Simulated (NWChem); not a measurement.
SiH₃, doublet; SMILES [SiH3]

```xyz
4

Si     0.0000     0.0000     0.1558
H      0.3891     1.3615    -0.2950
H      0.9846    -1.0178    -0.2950
H     -1.3737    -0.3438    -0.2950
```
Atoms are numbered in this order, from 1.

In the optimisation the excess spin sits in a (C3, its own frame). Geometry: optimised at PBE0-D3(BJ)/def2-TZVP, spin-unrestricted. No stability test was run on the SCF state.

 States above −ε(HOMO) = 5.3 eV lie in this functional's continuum and hang on the basis.

Task: List the 4 lowest vertical excitations from PBE/def2-SVPD, spin-unrestricted, TDA (NWChem).

Result: 
```json
[
 {"state": "state 1", "energy (eV)": "5.01", "oscillator strength": "0.004", "<S²>": "0.77"},
 {"state": "state 2", "energy (eV)": "5.01", "oscillator strength": "0.004", "<S²>": "0.77"},
 {"state": "state 3", "energy (eV)": "5.12", "oscillator strength": "0.027", "<S²>": "0.76"},
 {"state": "state 4", "energy (eV)": "5.47", "oscillator strength": "0.031", "<S²>": "0.76"}
]
```
